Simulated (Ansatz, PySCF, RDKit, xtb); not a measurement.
# Which structure has the formula Si2H5O+?, part 2 of 2

Only the formula Si2H5O+ is given (charge +1). Aim: find the structure of lowest free energy at 400 K, then its properties.

xtb, Ansatz and PySCF; isolated molecules.

**11. The final energy**

Single points at CCSD(T)/def2-TZVP on the refined geometries decide the order.

c481a, CCSD(T)/def2-TZVP:

The input, input.yaml:

```yaml
crystal:
  periodic: [false, false, false]
  atoms:
    - {symbol: O, position_ang: [-2.519090, 1.022072, 1.626136]}
    - {symbol: Si, position_ang: [-2.768952, 0.933467, 3.184186]}
    - {symbol: Si, position_ang: [-2.426176, 1.215609, -0.134811]}
    - {symbol: H, position_ang: [-1.723677, 0.297203, 4.022593]}
    - {symbol: H, position_ang: [-4.028492, 1.485224, 3.743521]}
    - {symbol: H, position_ang: [-1.201952, 2.037277, -0.326339]}
    - {symbol: H, position_ang: [-2.311664, -0.182067, -0.628683]}
    - {symbol: H, position_ang: [-3.689410, 1.899493, -0.518582]}
basis:
  gaussian:
    orbitals: def2-TZVP
correlation:
  method: ccsd_t
  frozen_orbitals: {Si: 5, O: 1, H: 0}
total_charge: 1
```

Run with:

```
$ ansatz run input.yaml --threads 1 --pin off --max-ram 2610MiB --events-out events.jsonl --progress --plain --runs-dir runs
```

The program printed, cut to the lines that bear on the results:

```text
Warning: RAYON_NUM_THREADS=1 ignored (pool sized by the plan → 1); use --threads N
Functional definition: HF
  name "HF"
[...]
885 factors; integrals over basis functions are off by at most 1.3e-3 eV
[...]
mean field -17836.84810250 eV, -655.4920775171 hartree, gradient 3.0e-6 eV, S^2 0.000000; 0 other end points of the search recorded, 0 dependent functions left out
11 core orbitals not correlated: weight in the atoms' cores, before any rotation towards them, 1.000 or more for the frozen orbitals, at most 0.000 for the correlated occupied ones
reference -17836.84810250 eV, -655.4920775171 hartree; 9, 9 occupied and 115, 115 virtual orbitals, 885 factors
second order -12.03055612 eV of doubles, -0.00000000 eV of singles
cycle   1  -12.56133658 eV  change   -5.3e-1 eV  update   9.6e-2
[...]
cycle  10  -13.08779192 eV  change    6.0e-6 eV  update   1.1e-5
perturbative correction -0.42973076 eV, -0.0157923141 hartree
Total energy: -17850.36562518 eV, -655.9888373129 hartree
```

Run time: 19 s. Hardware: 1 thread of Arm Neoverse V2, shared host; peak memory 0.67 GiB.

**12. c374a at CCSD(T)/def2-TZVP**

The input, input.yaml:

```yaml
crystal:
  periodic: [false, false, false]
  atoms:
    - {symbol: O, position_ang: [-3.189427, 1.823343, 3.160358]}
    - {symbol: Si, position_ang: [-2.651684, 0.633027, 2.191055]}
    - {symbol: Si, position_ang: [-2.284904, 1.250666, -0.086686]}
    - {symbol: H, position_ang: [-3.389844, 1.738214, 4.118557]}
    - {symbol: H, position_ang: [-2.464551, -0.687306, 2.876361]}
    - {symbol: H, position_ang: [-0.836084, 0.947160, -0.283073]}
    - {symbol: H, position_ang: [-3.195998, 0.330513, -0.830321]}
    - {symbol: H, position_ang: [-2.653641, 2.692626, -0.121367]}
basis:
  gaussian: {orbitals: def2-TZVP}
total_charge: 1
correlation: {method: ccsd_t, frozen_orbitals: {Si: 5, O: 1, H: 0}}
```

Run with:

```
$ ansatz run input.yaml --threads 1 --pin off --max-ram 2610MiB --events-out events.jsonl --progress --plain --runs-dir runs
```

The program printed, cut to the lines that bear on the results:

```text
Warning: RAYON_NUM_THREADS=1 ignored (pool sized by the plan → 1); use --threads N
[... 2 set-up lines as earlier in the session ...]
[...]
890 factors; integrals over basis functions are off by at most 1.5e-3 eV
[...]
mean field -17835.85191749 eV, -655.4554683930 hartree, gradient 4.4e-6 eV, S^2 0.000000; 0 other end points of the search recorded, 0 dependent functions left out
11 core orbitals not correlated: weight in the atoms' cores, before any rotation towards them, 1.000 or more for the frozen orbitals, at most 0.000 for the correlated occupied ones
reference -17835.85191749 eV, -655.4554683930 hartree; 9, 9 occupied and 115, 115 virtual orbitals, 890 factors
second order -12.15011193 eV of doubles, -0.00000000 eV of singles
cycle   1  -12.77191408 eV  change   -6.2e-1 eV  update   9.6e-2
[...]
cycle  10  -13.28320066 eV  change    1.2e-5 eV  update   1.2e-5
perturbative correction -0.45794100 eV, -0.0168290213 hartree
Total energy: -17849.59305915 eV, -655.9604460350 hartree
```

Wall time 19 s (1 thread of Arm Neoverse V2, shared host); peak memory 0.67 GiB.

**13. Free energies and the winner**

Energies in kcal/mol from c481a; G adds the thermal terms to the CCSD(T)/def2-TZVP energy. The columns left of the relaxed level are at the tight-binding geometries.

```
label               SMILES     spin  GFN2-xTB  HF/STO-3G  r2SCAN-D4/def2-SVP  BLYP-D3(BJ)/def2-SVP  HF/def2-TZVP  MP2/def2-TZVP  CCSD(T)/def2-TZVP     G  share at equilibrium     T1
c481a       [SiH2+]O[SiH3]  singlet       0.0        0.0                 0.0                   0.0           0.0            0.0                0.0   0.0               100.0 %  0.015
c374a        O[SiH+][SiH3]  singlet      37.4       10.6                15.5                  14.3          23.0           20.2               17.8  18.9               < 0.1 %  0.016
c858a  [OH+]1[SiH2][SiH2]1  singlet      49.1        4.8                12.0                  15.4          26.2           20.9               19.5  23.8               < 0.1 %  0.012
```

Lowest found: c481a, `[SiH2+]O[SiH3]`, a singlet of point group Cs. Bond lengths: O1–Si2 1.580 Å, O1–Si3 1.774 Å, Si2–H4 1.483 Å, Si2–H5 1.484 Å, Si3–H6 1.487 Å, Si3–H7 1.487 Å, Si3–H8 1.487 Å. Angles: Si2–O1–Si3 173.2°, O1–Si2–H4 118.0°, O1–Si2–H5 119.0°, O1–Si3–H6 103.4°, O1–Si3–H7 103.4°, O1–Si3–H8 105.2°, H4–Si2–H5 123.0°, H6–Si3–H7 114.4°, H6–Si3–H8 114.3°, H7–Si3–H8 114.3°.

```xyz
8

O    -2.5191    1.0221    1.6261
Si   -2.7690    0.9335    3.1842
Si   -2.4262    1.2156   -0.1348
H    -1.7237    0.2972    4.0226
H    -4.0285    1.4852    3.7435
H    -1.2020    2.0373   -0.3263
H    -2.3117   -0.1821   -0.6287
H    -3.6894    1.8995   -0.5186
```

**14. Density, orbitals and dipole (PBE0/def2-TZVPD)**

The input, input.yaml:

```yaml
crystal:
  periodic: [false, false, false]
  atoms:
    - {symbol: O, position_ang: [-2.519090, 1.022072, 1.626136]}
    - {symbol: Si, position_ang: [-2.768952, 0.933467, 3.184186]}
    - {symbol: Si, position_ang: [-2.426176, 1.215609, -0.134811]}
    - {symbol: H, position_ang: [-1.723677, 0.297203, 4.022593]}
    - {symbol: H, position_ang: [-4.028492, 1.485224, 3.743521]}
    - {symbol: H, position_ang: [-1.201952, 2.037277, -0.326339]}
    - {symbol: H, position_ang: [-2.311664, -0.182067, -0.628683]}
    - {symbol: H, position_ang: [-3.689410, 1.899493, -0.518582]}
basis:
  gaussian: {orbitals: def2-TZVPD}
total_charge: 1
hamiltonian: {xc: pbe0}
output: {forces: true, orbitals: {seedname: orbitals}}
```

Run with:

```
$ ansatz run input.yaml --threads 1 --pin off --max-ram 2610MiB --events-out events.jsonl --progress --plain --runs-dir runs
```

The program printed, cut to the lines that bear on the results:

```text
Warning: RAYON_NUM_THREADS=1 ignored (pool sized by the plan → 1); use --threads N
Functional definition: PBE0
  name "PBE0"
[...]
1031 factors; their error is unknown
[...]
mean field -17869.44723550 eV, -656.6900735582 hartree, gradient 4.4e-5 eV, S^2 0.000000; 0 other end points of the search recorded, 0 dependent functions left out
[...]
reference -17869.44727052 eV, -656.6900748452 hartree; 20, 20 occupied and 151, 151 virtual orbitals, 1031 factors
[...]
Atom 3 at    -1.723677     0.297203     4.022593 Å, force    -0.181663     0.110584    -0.144592 eV/Å
Atom 4 at    -4.028492     1.485224     3.743521 Å, force     0.221249    -0.097057    -0.096289 eV/Å
Atom 5 at    -1.201952     2.037277    -0.326339 Å, force    -0.222977    -0.141645     0.039335 eV/Å
Atom 6 at    -2.311664    -0.182067    -0.628683 Å, force    -0.027571     0.248764     0.092382 eV/Å
Atom 7 at    -3.689410     1.899493    -0.518582 Å, force     0.216195    -0.119426     0.083496 eV/Å
Dipole moment:    -0.127550    -0.053513     0.856524 e Å
```

Run time: 7.5 s. Hardware: 1 thread of Arm Neoverse V2, shared host.

**15. Frequencies after a tight-binding relaxation (GFN2-xTB)**

The input, start.xyz:

```xyz
8
c481a
O     -2.519090     1.022072     1.626136
Si    -2.768952     0.933467     3.184186
Si    -2.426176     1.215609    -0.134811
H     -1.723677     0.297203     4.022593
H     -4.028492     1.485224     3.743521
H     -1.201952     2.037277    -0.326339
H     -2.311664    -0.182067    -0.628683
H     -3.689410     1.899493    -0.518582
```

Run with:

```
$ xtb start.xyz --gfn 2 --ohess tight --chrg 1
```

The program printed, cut to the lines that bear on the results:

```text
[...]
         ::                     SUMMARY                     ::
         :::::::::::::::::::::::::::::::::::::::::::::::::::::
         :: total energy              -9.752441856963 Eh    ::
         :: gradient norm              0.000263249869 Eh/a0 ::
         :: HOMO-LUMO gap              3.194194931217 eV    ::
         ::.................................................::
         :: SCC energy                -9.832849996905 Eh    ::
         :: -> isotropic ES            0.131051606934 Eh    ::
         :: -> anisotropic ES         -0.007399992229 Eh    ::
         :: -> anisotropic XC         -0.012323901440 Eh    ::
         :: -> dispersion             -0.003439511868 Eh    ::
         :: repulsion energy           0.080408139941 Eh    ::
         :: add. restraining           0.000000000000 Eh    ::
         :: total charge               1.000000000000 e     ::
         :::::::::::::::::::::::::::::::::::::::::::::::::::::
[...]
          | TOTAL ENERGY               -9.752441856964 Eh   |
          | TOTAL ENTHALPY             -9.701828026602 Eh   |
          | TOTAL FREE ENERGY          -9.739205119831 Eh   |
          | GRADIENT NORM               0.000263319938 Eh/α |
[...]
```

It took 0.14 s on 1 thread of Arm Neoverse V2, shared host.

**16. Electronic excitations (TD-CAM-B3LYP/def2-SVPD)**

An in-house driver calls PySCF's response routines at TD-CAM-B3LYP/def2-SVPD; it has no typed input.

The program printed:

```text
coarse grid: 7440 points
cycle   1  E = -656.5139734086  dE =  2.219e-01  |g| = 6.965e-01  |ddm| = 2.714e+00
cycle   2  E = -656.3827440017  dE =  1.312e-01  |g| = 1.116e+00  |ddm| = 1.552e+00
cycle   3  E = -656.6211837366  dE = -2.384e-01  |g| = 7.410e-02  |ddm| = 8.216e-01
cycle   4  E = -656.6225656981  dE = -1.382e-03  |g| = 1.063e-02  |ddm| = 1.601e-01
cycle   5  E = -656.6225990908  dE = -3.339e-05  |g| = 1.021e-03  |ddm| = 2.791e-02
cycle   6  E = -656.6225995598  dE = -4.690e-07  |g| = 2.268e-04  |ddm| = 3.775e-03
final grid: 61920 points
cycle   7  E = -656.7134247547  dE = -3.392e-06  |g| = 1.112e-03  |ddm| = 1.460e-02
cycle   8  E = -656.7134244988  dE =  2.559e-07  |g| = 1.682e-03  |ddm| = 2.310e-03
cycle   9  E = -656.7134250071  dE = -5.083e-07  |g| = 4.267e-05  |ddm| = 1.089e-03
cycle  10  E = -656.7134250082  dE = -1.089e-09  |g| = 2.343e-05  |ddm| = 1.453e-04
cycle  11  E = -656.7134250084  dE = -1.814e-10  |g| = 3.896e-06  |ddm| = 4.403e-05
converged SCF energy = -656.7134250084

Static polarisability (au): isotropic 49.519, principal 41.411 46.911 60.236

Singlet excitations
state   eV       nm        f      main configurations
  1   4.9656    249.7   0.00027   H->L 0.72, H-2->L 0.27
  2   5.8866    210.6   0.09467   H-1->L 0.98
  3   6.4388    192.6   0.00050   H-2->L 0.70, H->L 0.25
  4   7.3431    168.8   0.00365   H->L+1 0.83
  5   7.5711    163.8   0.00005   H-1->L+1 0.82
  6   7.8017    158.9   0.00026   H-5->L 0.94
  7   7.9858    155.3   0.06360   H-3->L 0.94
  8   8.4216    147.2   0.01115   H-4->L 0.89

Triplet excitations (Tamm-Dancoff, eV): 4.6874 5.1715 6.1263
```

It took 7.2 s on 1 thread of Arm Neoverse V2, shared host.

The roots found:

```
excited state  energy (eV)  strength
            1        4.966    0.0003
            2        5.887    0.0947
            3        6.439    0.0005
            4        7.343    0.0037
            5        7.571    0.0001
            6        7.802    0.0003
            7        7.986    0.0636
            8        8.422    0.0112
```

**17. NMR shieldings (GIAO PBE0/pcSseg-1)**

An in-house driver calls PySCF's response routines at GIAO PBE0/pcSseg-1; it has no typed input.

The program printed:

```text
coarse grid: 7440 points
cycle   1  E = -656.4713202225  dE =  2.819e-01  |g| = 7.234e-01  |ddm| = 2.506e+00
cycle   2  E = -656.1023086881  dE =  3.690e-01  |g| = 1.527e+00  |ddm| = 1.385e+00
cycle   3  E = -656.5715535316  dE = -4.692e-01  |g| = 1.193e-01  |ddm| = 1.048e+00
cycle   4  E = -656.5749987334  dE = -3.445e-03  |g| = 2.739e-02  |ddm| = 1.520e-01
cycle   5  E = -656.5751239749  dE = -1.252e-04  |g| = 3.348e-03  |ddm| = 2.541e-02
cycle   6  E = -656.5751267784  dE = -2.804e-06  |g| = 5.103e-04  |ddm| = 3.781e-03
final grid: 61920 points
cycle   7  E = -656.6020501269  dE =  8.246e-07  |g| = 7.982e-03  |ddm| = 7.864e-03
cycle   8  E = -656.6020223641  dE =  2.776e-05  |g| = 1.468e-02  |ddm| = 1.205e-02
cycle   9  E = -656.6020607172  dE = -3.835e-05  |g| = 4.455e-04  |ddm| = 8.348e-03
cycle  10  E = -656.6020607599  dE = -4.274e-08  |g| = 4.692e-05  |ddm| = 3.993e-04
cycle  11  E = -656.6020607604  dE = -4.679e-10  |g| = 8.962e-06  |ddm| = 5.765e-05
converged SCF energy = -656.6020607604

GIAO shielding tensors (ppm)
atom      isotropic    diamagn.    paramagn.     s11        s22        s33       span
  0 O      123.873     397.424    -273.551    -26.080     40.982    356.717    382.797
  1 Si     226.998     877.837    -650.839    128.460    253.151    299.383    170.923
  2 Si     337.900     877.006    -539.107    292.630    300.828    420.242    127.612
  3 H       24.398      27.390      -2.992     21.232     22.194     29.769      8.536
  4 H       24.394      23.285       1.109     21.312     22.127     29.743      8.431
  5 H       25.362      28.758      -3.396     22.404     24.197     29.484      7.080
  6 H       25.362      28.737      -3.375     22.405     24.198     29.485      7.080
  7 H       25.321      25.427      -0.106     22.306     24.285     29.373      7.068
```

It took 4.5 s on 1 thread of Arm Neoverse V2, shared host.

Isotropic shieldings, averaged over atoms that the bond graph makes equivalent (absolute, not shifts):

```
     atoms  shielding (ppm)
        O1            123.9
       Si2            227.0
       Si3            337.9
    H4, H5            24.40
H6, H7, H8            25.35
```

**18. One electron fewer at the same geometry (PBE0/def2-TZVPD)**

input.yaml, as its differences from that of step 14:

```diff
@@ -12,5 +12,9 @@
 basis:
-  gaussian: {orbitals: def2-TZVPD}
-total_charge: 1
-hamiltonian: {xc: pbe0}
-output: {forces: true, orbitals: {seedname: orbitals}}
+  gaussian:
+    orbitals: def2-TZVPD
+total_charge: 2
+magnetization:
+  spin_polarized: true
+  initial_magnetization: 1
+hamiltonian:
+  xc: {name: PBE0}
```

Run with:

```
$ ansatz run input.yaml --threads 1 --pin off --max-ram 2610MiB --events-out events.jsonl --progress --plain --runs-dir runs
```

The program printed, cut to the lines that bear on the results:

```text
Warning: RAYON_NUM_THREADS=1 ignored (pool sized by the plan → 1); use --threads N
[... 2 set-up lines as earlier in the session ...]
[...]
1031 factors; their error is unknown
[...]
mean field -17853.13228313 eV, -656.0905101173 hartree, gradient 9.5e-6 eV, S^2 0.759561; 2 other end points of the search recorded, 0 dependent functions left out
reference -17853.13231640 eV, -656.0905113401 hartree; 20, 19 occupied and 151, 152 virtual orbitals, 1031 factors
Total energy: -17853.13231640 eV, -656.0905113401 hartree
```

It took 21 s on 1 thread of Arm Neoverse V2, shared host.

Difference from the parent: 16.31 eV.

**19. One electron more at the same geometry (PBE0/def2-TZVPD)**

input.yaml, as its differences from that of step 18:

```diff
@@ -14,3 +14,2 @@
     orbitals: def2-TZVPD
-total_charge: 2
 magnetization:
@@ -19,2 +18,4 @@
 hamiltonian:
-  xc: {name: PBE0}
+  xc: pbe0
+scf:
+  lower_state_search: off
```

Run with:

```
$ ansatz run input.yaml --threads 1 --pin off --max-ram 2610MiB --events-out events.jsonl --progress --plain --runs-dir runs
```

The program printed, cut to the lines that bear on the results:

```text
Warning: RAYON_NUM_THREADS=1 ignored (pool sized by the plan → 1); use --threads N
[... 2 set-up lines as earlier in the session ...]
[...]
1031 factors; their error is unknown
[...]
mean field -17875.79375606 eV, -656.9233038870 hartree, gradient 1.5e-6 eV, S^2 0.757211; 0 other end points of the search recorded, 0 dependent functions left out
reference -17875.79379560 eV, -656.9233053401 hartree; 21, 20 occupied and 150, 151 virtual orbitals, 1031 factors
Total energy: -17875.79379560 eV, -656.9233053401 hartree
Checks for a lower state left out: stability, starts, cluster_reference, orbital_swaps, neighbouring_geometries, increment
```

It took 7.2 s on 1 thread of Arm Neoverse V2, shared host.

Parent less the species with the added electron: 6.35 eV.

**20. The triplet at the same geometry (PBE0/def2-TZVPD)**

The input, input.yaml:

```yaml
crystal:
  periodic: [false, false, false]
  atoms:
    - symbol: O
      position_ang: [-2.519090, 1.022072, 1.626136]
    - symbol: Si
      position_ang: [-2.768952, 0.933467, 3.184186]
    - symbol: Si
      position_ang: [-2.426176, 1.215609, -0.134811]
    - symbol: H
      position_ang: [-1.723677, 0.297203, 4.022593]
    - symbol: H
      position_ang: [-4.028492, 1.485224, 3.743521]
    - symbol: H
      position_ang: [-1.201952, 2.037277, -0.326339]
    - symbol: H
      position_ang: [-2.311664, -0.182067, -0.628683]
    - symbol: H
      position_ang: [-3.689410, 1.899493, -0.518582]
basis:
  gaussian:
    orbitals: def2-TZVPD
total_charge: 1
magnetization:
  spin_polarized: true
  initial_magnetization: 2
hamiltonian:
  xc: {name: PBE0}
```

Run with:

```
$ ansatz run input.yaml --threads 1 --pin off --max-ram 2610MiB --events-out events.jsonl --progress --plain --runs-dir runs
```

The program printed, cut to the lines that bear on the results:

```text
Warning: RAYON_NUM_THREADS=1 ignored (pool sized by the plan → 1); use --threads N
[... 2 set-up lines as earlier in the session ...]
[...]
1031 factors; their error is unknown
[...]
mean field -17864.92275694 eV, -656.5238020380 hartree, gradient 2.0e-5 eV, S^2 2.009412; 2 other end points of the search recorded, 0 dependent functions left out
reference -17864.92279250 eV, -656.5238033448 hartree; 21, 19 occupied and 150, 152 virtual orbitals, 1031 factors
Total energy: -17864.92279250 eV, -656.5238033448 hartree
```

Wall time 16 s (1 thread of Arm Neoverse V2, shared host).

It lies 4.52 eV above the singlet.

**21. Stability of the closed-shell solution (PBE0/def2-SVP)**

The input, job.py:

```python
# [SiH2+]O[SiH3]
from pyscf import gto, dft

system = gto.M(
    atom=[
    ('O', (-2.519090, 1.022072, 1.626136)),
    ('Si', (-2.768952, 0.933467, 3.184186)),
    ('Si', (-2.426176, 1.215609, -0.134811)),
    ('H', (-1.723677, 0.297203, 4.022593)),
    ('H', (-4.028492, 1.485224, 3.743521)),
    ('H', (-1.201952, 2.037277, -0.326339)),
    ('H', (-2.311664, -0.182067, -0.628683)),
    ('H', (-3.689410, 1.899493, -0.518582)),
],
    max_memory=1860,
    basis='def2-svp',
    charge=1,
    verbose=3,
)

myscf = dft.RKS(system, xc='pbe0')
myscf = myscf.density_fit(auxbasis='def2-universal-jkfit')
myscf.max_cycle = 100
myscf.grids.level = 3
myscf.kernel()
if not myscf.converged:
    myscf = myscf.newton().run(myscf.mo_coeff, myscf.mo_occ)

e_tot = myscf.e_tot
print('E = %.10f Eh' % e_tot)
mo_i, mo_e, stable_i, stable_e = myscf.stability(internal=True, external=True, return_status=True)
print('stable: internal', stable_i, 'external', stable_e)
```

Run with:

```
$ OMP_NUM_THREADS=1 python job.py
```

The program printed:

```text
converged SCF energy = -656.387305655508
E = -656.3873056555 Eh
<class 'pyscf.df.df_jk.DFRKS'> wavefunction is stable in the internal stability analysis
<class 'pyscf.df.df_jk.DFRKS'> wavefunction is stable in the real -> complex stability analysis
<class 'pyscf.df.df_jk.DFRKS'> wavefunction is stable in the RHF/RKS -> UHF/UKS stability analysis
stable: internal True external True
```

Run time: 60 s. Hardware: 1 thread of Arm Neoverse V2, shared host.

**22. Summary of results**

This closing draws on all 2 parts.

| quantity | value |
| --- | --- |
| lowest structure found | [SiH2+]O[SiH3], singlet, Cs |
| next finalist | O[SiH+][SiH3], singlet, 18.9 kcal/mol higher in G |
| share at equilibrium, among the finalists | 100.0 % |
| funnel | 30 starts, 24 minima at GFN2-xTB, 8 screening runs, 1 rescued, 3 relaxed, 3 ranked |
| CPU time of all runs | 14 min |
| harmonic wavenumbers, lowest and highest (BLYP-D3(BJ)/def2-SVP) | 39 and 2293 cm⁻¹ |
| rotational constants, same geometry | 1.713, 0.09127, 0.08955 cm⁻¹ |
| HOMO energy (PBE0/def2-TZVPD) | -14.05 eV |
| LUMO energy (PBE0/def2-TZVPD) | -8.30 eV |
| HOMO–LUMO gap (PBE0/def2-TZVPD) | 5.75 eV |
| lowest excitation (TD-CAM-B3LYP/def2-SVPD) | 4.97 eV (f = 0.000) |
| strongest of the states computed, same level | 5.89 eV (f = 0.095) |
| lowest triplet excitation, same level, Tamm-Dancoff | 4.69 eV |
| vertical ionisation energy | 16.31 eV |
| vertical recombination energy (electron added) | 6.35 eV |
| vertical triplet less singlet | +4.52 eV |

In words: The lowest structure found is `[SiH2+]O[SiH3]`. Among the finalists first place is clear (18.9 kcal/mol); structures outside the list aren't covered. GFN2-xTB, HF/STO-3G, r2SCAN-D4/def2-SVP, BLYP-D3(BJ)/def2-SVP, HF/def2-TZVP and MP2/def2-TZVP already put its bonding pattern lowest among the structures in one piece. The largest share of the time went into recheck (31 %). Lowest found is not proven lowest: the search is finite, and each finalist counts with one conformer. Patterns outside the rules of the enumeration were met only by chance.
